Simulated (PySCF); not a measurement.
## ClF: script and output

The script input.py:

```python
from pyscf import gto, dft

mol = gto.M(
    atom='Cl 0 0 0; F 0 0 1.585',
    basis='ano-rcc-vdzp',
    charge=0,
    spin=0,
    verbose=4,
)
mf = dft.RKS(mol, xc='camb3lyp')
mf = mf.sfx2c1e()
mf.kernel()
mf.analyze()
print('orbital energies (hartree):', mf.mo_energy[..., max(0, mol.nelec[1]-3):mol.nelec[0]+3].round(4))
```

```bash
$ python input.py
```

The log (some set-up lines removed):

```
PySCF version 2.14.0

[INPUT] Symbol           X                Y                Z      unit          X                Y                Z       unit  Magmom
[INPUT]  1 Cl     0.000000000000   0.000000000000   0.000000000000 AA    0.000000000000   0.000000000000   0.000000000000 Bohr   0.0
[INPUT]  2 F      0.000000000000   0.000000000000   1.585000000000 AA    0.000000000000   0.000000000000   2.995215907436 Bohr   0.0

nuclear repulsion = 51.0814594768202
number of shells = 6
number of NR pGTOs = 139
number of NR cGTOs = 32
basis = ano-rcc-vdzp
ecp = {}

******** <class 'pyscf.x2c.sfx2c1e.sfX2C1eRKS'> ********
method = sfX2C1eRKS
initial guess = minao
damping factor = 0
level_shift factor = 0
DIIS = <class 'pyscf.scf.diis.CDIIS'>
SCF conv_tol = 1e-09
SCF max_cycles = 50
XC functionals = camb3lyp

grids dens level: 3

******** <class 'pyscf.x2c.sfx2c1e.SpinFreeX2CHelper'> ********
approx = 1e
xuncontract = 1
Initial guess from minao.
tot grids = 33144
init E= -561.702504673022
  HOMO = -0.361106829579252  LUMO = -0.150115256455822  gap/eV = 5.74137
cycle= 1 E= -561.498075515183  delta_E= 0.204  |g|= 0.314  |ddm|= 2.08
  HOMO = -0.397803723268994  LUMO = -0.0554227057634922  gap/eV = 9.31666
cycle= 2 E= -561.497543061692  delta_E= 0.000532  |g|= 0.33  |ddm|= 0.41
  HOMO = -0.398162025765956  LUMO = -0.0579839897210794  gap/eV = 9.25672
cycle= 3 E= -561.516136002155  delta_E= -0.0186  |g|= 0.0773  |ddm|= 0.252
  HOMO = -0.394657507897195  LUMO = -0.0514352145667911  gap/eV = 9.33955
cycle= 4 E= -561.517255508608  delta_E= -0.00112  |g|= 0.00661  |ddm|= 0.0544
  HOMO = -0.396338386109038  LUMO = -0.0524827205117671  gap/eV = 9.35679
cycle= 5 E= -561.517268948853  delta_E= -1.34e-05  |g|= 0.00166  |ddm|= 0.00838
  HOMO = -0.395907328123195  LUMO = -0.0520996512678749  gap/eV = 9.35548
cycle= 6 E= -561.517269833038  delta_E= -8.84e-07  |g|= 0.000232  |ddm|= 0.00196
  HOMO = -0.395963222622843  LUMO = -0.0521561421653098  gap/eV = 9.35547
cycle= 7 E= -561.517269854123  delta_E= -2.11e-08  |g|= 4.26e-05  |ddm|= 0.000339
  HOMO = -0.395949006510457  LUMO = -0.0521420465042848  gap/eV = 9.35546
cycle= 8 E= -561.517269854766  delta_E= -6.43e-10  |g|= 1.36e-05  |ddm|= 7.66e-05
  HOMO = -0.395951552856064  LUMO = -0.0521438753108661  gap/eV = 9.35548
Extra cycle  E= -561.517269854774  delta_E= -7.73e-12  |g|= 1.5e-05  |ddm|= 2.09e-05
converged SCF energy = -561.517269854774
**** SCF Summaries ****
Total Energy =                        -561.517269854774099
Nuclear Repulsion Energy =              51.081459476820186
One-electron Energy =                 -877.688776265382671
Two-electron Energy =                  265.090046933788301
Two-electron Coulomb Energy =          303.932319788799418
DFT Exchange-Correlation Energy =      -38.842272855011103
HOMO-LUMO gap [eV] =                     9.355483430322057
**** MO energy ****
[2 lines left out]
MO #3   energy= -9.67753957528354  occ= 2
MO #4   energy= -7.38698717942739  occ= 2
MO #5   energy= -7.36687877585388  occ= 2
MO #6   energy= -7.3668787758499   occ= 2
MO #7   energy= -1.3516501158924   occ= 2
MO #8   energy= -0.92330268046852  occ= 2
MO #9   energy= -0.617104806004398 occ= 2
MO #10  energy= -0.577205910974475 occ= 2
MO #11  energy= -0.577205910957168 occ= 2
MO #12  energy= -0.395951552865315 occ= 2
MO #13  energy= -0.395951552856064 occ= 2
MO #14  energy= -0.0521438753108661 occ= 0
MO #15  energy= 0.302836979050273  occ= 0
MO #16  energy= 0.321035605692383  occ= 0
[16 lines left out]
 ** Mulliken pop on meta-lowdin orthogonal AOs  **
 ** Mulliken pop  **
pop of  0 Cl 1s           2.00000
pop of  0 Cl 2s           1.99989
pop of  0 Cl 3s           1.91694
pop of  0 Cl 4s           0.00732
pop of  0 Cl 2px          1.99998
pop of  0 Cl 2py          1.99998
pop of  0 Cl 2pz          1.99991
pop of  0 Cl 3px          1.99692
pop of  0 Cl 3py          1.99692
pop of  0 Cl 3pz          0.73196
pop of  0 Cl 4px          0.00305
pop of  0 Cl 4py          0.00305
[20 lines left out]
 ** Mulliken atomic charges  **
charge of    0Cl =      0.29410
charge of    1F =     -0.29410
Dipole moment(X, Y, Z, Debye): -0.00000,  0.00000, -1.00336
orbital energies (hartree): [-0.5772 -0.396  -0.396  -0.0521  0.3028  0.321 ]
```

In short: E(SCF) = -561.517270 Eh, 8 cycles, μz(SCF) = -1.00 D.

Wall time 6.6 s on one thread of a shared host.

Stability towards an unrestricted solution was not tested. The bond length is a typed value, not an optimised one.
